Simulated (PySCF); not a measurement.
PySCF input:

```python
from pyscf import gto, scf, dft

mol = gto.M(
    atom='''
    C    -0.00105023   -0.00044593    0.21807837
    C    -0.00682676   -0.00289863    1.41756777
    C     0.00595226    0.00252732   -1.23597935
    H    -0.01194066   -0.00506999    2.47946412
    H     0.01516829    1.02317495   -1.62370089
    H     0.88736845   -0.51296496   -1.62264162
    H    -0.87904773   -0.50023658   -1.63112234
    ''',
    basis='def2-tzvpd',
    charge=1,
    spin=1,
    verbose=4,
)

mf = dft.UKS(mol, xc='m062x').density_fit(auxbasis='def2-universal-jkfit')
mf.grids.level = 4
mf.conv_tol = 1e-9
mf.max_cycle = 100
mf.max_memory = 1500
mf.kernel()
if not mf.converged:
    mf = mf.newton()
    mf.kernel(mf.make_rdm1())
for _ in range(2):
    mo, _, stable, _ = mf.stability(return_status=True)
    if stable:
        break
    mf.kernel(mf.make_rdm1(mo, mf.mo_occ))
mf.analyze()
```

Problem. What final total energy does it print?

Solution. -116.25976 Eh (M06-2X/def2-TZVPD).

This state (charge 1, doublet) is run at the relaxed geometry of the species with charge 0 and multiplicity 1.
